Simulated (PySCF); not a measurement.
Identify the unknown among the candidates.

All candidates are C2H5N.

- Dipole: 2.64 D [CAM-B3LYP/aug-cc-pVTZ]
- NMR, other nuclei: isotropic shieldings of nuclei other than C and H, by class: -97 (1 N) ppm [GIAO PBE0/pcSseg-2]
- Polarisability: 35.2 au [CAM-B3LYP/aug-cc-pVTZ]
- Triplet: lowest triplet excitation (Tamm–Dancoff): 4.65 eV [TDA CAM-B3LYP/aug-cc-pVTZ]
- Rotational structure: rotational constants A, B, C: 50.856, 9.932, 8.756 GHz [PBE0-D3(BJ)/def2-TZVP]
- 13C NMR: chemical shifts (computed TMS as zero) by class: 182.6 (1 C), 31.7 (1 C) ppm [GIAO PBE0/pcSseg-2]

The electronic properties come from PySCF, for the isolated species, density fitting. Levels stand in brackets. Geometry: PBE0-D3(BJ)/def2-TZVP; no solvent, vibrations or thermal averaging. Each NMR value is the plain mean over a class of atoms that symmetry, rotation or inversion makes alike.

Task: Which candidate is it?
A. `C1CN1` (aziridine)
B. `[H]/N=C\C` (ethanimine)
C. `C=NC` (N-methylmethanimine)

Result: B. It is `[H]/N=C\C`. Numbering: `[H]/[N:3]=[CH:2]\[CH3:1]`. Its formula, C2H5N, gives 1 degree of unsaturation: 0 rings and 1 π bond in the structure found. 2 carbons fall into 2 classes; from least to most shielded: imine carbon [C2] (182.6 ppm), methyl carbon [C1] (31.7 ppm). The other shieldings belong to: -97 ppm, imine nitrogen [N3]. The optimised geometry has point group Cs and is an asymmetric top.

The others, at the same levels:
- `C1CN1` fails: its computed lowest triplet excitation (Tamm–Dancoff) is 6.00 eV (against 4.65 eV), static isotropic polarisability is 32.9 au (against 35.2 au) and rotational constant A is 23.265 GHz (against 50.856 GHz).
- `C=NC` (N-methylmethanimine) fails: its computed lowest triplet excitation (Tamm–Dancoff) is 4.16 eV (against 4.65 eV), rotational constant A is 53.915 GHz (against 50.856 GHz) and smallest rotational constant is 9.509 GHz (against 8.756 GHz).
